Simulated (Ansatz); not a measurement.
```xyz
2

O     0.0007   -0.0006   -0.1089
H     0.0006   -0.0001    0.8687
```

UHF-MP2 on doublet OH was run in several spherical basis sets with Ansatz (development build ahead of 0.2.0). Frozen core: 1 orbital.

**Question.** Rank the basis sets by the total energy that they give, lowest first, with the distance from the lowest.
A. cc-pVTZ
B. def2-TZVP
C. cc-pVDZ

**Answer.** A (0.00 eV), B (0.03 eV), C (2.07 eV).

Totals follow the description of the cores as much as that of the bonds, so this order isn't one of quality for chemistry.
